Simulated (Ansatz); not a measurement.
The inner images of a band of C$_{2}$H$_{3}$Si (6 atoms, charge 0, multiplicity 2) are given out of order.

All numbers below come from Ansatz, UKS PBE0/6-31G*.

Image 0:

```xyz
6
Properties=species:S:1:pos:R:3
C -0.659 -1.595 -0.218
C -0.265 -0.451 -0.081
Si 0.154 1.298 0.084
H -0.977 -2.609 -0.333
H 1.167 1.720 -0.921
H 0.579 1.636 1.469
```

Image 8:

```xyz
6
Properties=species:S:1:pos:R:3
C -0.452 -1.299 -0.340
C -0.115 -0.089 -0.141
Si -0.395 1.704 0.375
H -0.678 -2.329 -0.511
H 0.806 0.329 -0.670
H 0.833 1.684 1.288
```

Question: Put them in order from the first end to the last, with their energies above the first end.
A.
```xyz
6
Properties=species:S:1:pos:R:3
C -0.660 -1.518 -0.227
C -0.485 -0.359 0.097
Si 0.105 1.346 0.133
H -0.760 -2.543 -0.503
H 1.118 1.358 -0.954
H 0.682 1.716 1.455
```
B.
```xyz
6
Properties=species:S:1:pos:R:3
C -0.632 -1.452 -0.234
C -0.560 -0.294 0.129
Si 0.084 1.389 0.136
H -0.670 -2.474 -0.530
H 1.059 1.137 -0.951
H 0.719 1.694 1.450
```
C.
```xyz
6
Properties=species:S:1:pos:R:3
C -0.499 -1.332 -0.270
C -0.303 -0.128 0.005
Si -0.052 1.692 0.138
H -0.620 -2.367 -0.510
H 0.724 0.579 -0.782
H 0.750 1.556 1.419
```
D.
```xyz
6
Properties=species:S:1:pos:R:3
C -0.663 -1.568 -0.223
C -0.369 -0.413 0.024
Si 0.129 1.320 0.116
H -0.877 -2.592 -0.439
H 1.148 1.549 -0.942
H 0.632 1.704 1.464
```
E.
```xyz
6
Properties=species:S:1:pos:R:3
C -0.535 -1.352 -0.262
C -0.428 -0.180 0.068
Si 0.021 1.576 0.122
H -0.632 -2.381 -0.514
H 0.832 0.738 -0.846
H 0.742 1.600 1.433
```
F.
```xyz
6
Properties=species:S:1:pos:R:3
C -0.583 -1.389 -0.252
C -0.531 -0.230 0.111
Si 0.062 1.471 0.128
H -0.642 -2.415 -0.525
H 0.959 0.914 -0.909
H 0.734 1.650 1.446
```
G.
```xyz
6
Properties=species:S:1:pos:R:3
C -0.477 -1.299 -0.289
C -0.198 -0.077 -0.113
Si -0.216 1.757 0.237
H -0.604 -2.341 -0.497
H 0.707 0.402 -0.712
H 0.787 1.559 1.374
```

Answer: D (+0.7 kcal/mol), A (+2.9 kcal/mol), B (+7.2 kcal/mol), F (+16.8 kcal/mol), E (+34.0 kcal/mol), C (+46.8 kcal/mol), G (+41.2 kcal/mol).

The run took 3.7 min on 1 thread of Intel(R) Xeon(R) Processor @ 2.70GHz (shared host), peak memory 0.14 GiB.
